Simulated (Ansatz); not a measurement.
Worked example: C2H⁺, triplet against C2H, doublet

Geometry (PBE0/def2-TZVP stationary point of a doublet), kept for both states (C2H, doublet: Σ⁺; C2H⁺, triplet: Π):

```yaml
atoms:
  - { symbol: C, position_ang: [0.0000, 0.0000, 0.0447] }
  - { symbol: C, position_ang: [0.0000, 0.0000, -1.1555] }
  - { symbol: H, position_ang: [0.0000, 0.0000, 1.1107] }
```

Basis cc-pVTZ; Ansatz 0.2.0. Only valence electrons are correlated (noble-gas cores frozen). Prefix R: restricted or restricted open-shell reference; prefix U: unrestricted.

Full CI isn't at hand for all of this; UCCSDT(Q) serves as the reference, and is uncertain by about the last step of the cluster series.

Unrestricted rows (U, and Kohn–Sham where it breaks symmetry) aren't spin-pure: their determinants' ⟨S²⟩ exceeds S(S+1) by up to 0.36, so they mix in states of higher spin.

```json
{"level": "UHF", "E(C2H, doublet) (hartree)": "-76.177420", "E(C2H⁺, triplet) (hartree)": "-75.806566"}
{"level": "UMP2", "E(C2H, doublet) (hartree)": "-76.419639", "E(C2H⁺, triplet) (hartree)": "-75.999811"}
{"level": "UCCSD(T)", "E(C2H, doublet) (hartree)": "-76.467162", "E(C2H⁺, triplet) (hartree)": "-76.039210"}
{"level": "PBE", "E(C2H, doublet) (hartree)": "-76.530558", "E(C2H⁺, triplet) (hartree)": "-76.101674"}
{"level": "wB97M-V", "E(C2H, doublet) (hartree)": "-76.601511", "E(C2H⁺, triplet) (hartree)": "-76.177989"}
{"level": "UCCSDT(Q)", "E(C2H, doublet) (hartree)": "-76.469709", "E(C2H⁺, triplet) (hartree)": "-76.040938"}
```

Problem. Give the vertical gap, C2H⁺ triplet less C2H doublet, at each level in eV (1 hartree = 27.2114 eV), and each error against UCCSDT(Q).

Solution. UCCSDT(Q): (-76.040938 − (-76.469709)) × 27.2114 = 11.667 eV (the reference)
wB97M-V: (-76.177989 − (-76.601511)) × 27.2114 = 11.525 eV, error -0.142 eV
PBE: (-76.101674 − (-76.530558)) × 27.2114 = 11.671 eV, error 0.004 eV
UCCSD(T): (-76.039210 − (-76.467162)) × 27.2114 = 11.645 eV, error -0.022 eV
UMP2: (-75.999811 − (-76.419639)) × 27.2114 = 11.424 eV, error -0.243 eV
UHF: (-75.806566 − (-76.177420)) × 27.2114 = 10.091 eV, error -1.576 eV

Total energies of functionals can't be set beside those of wave-function methods, since they hold the core's correlation and their own absolute errors; only the differences compare.

The reference still carries a basis error, for a change of charge of the order of 0.1 eV, so smaller errors of functionals can't be ranked.

Each level lands on the state that its own search finds. T1 diagnostics of restricted CCSD: 0.028 and 0.025.
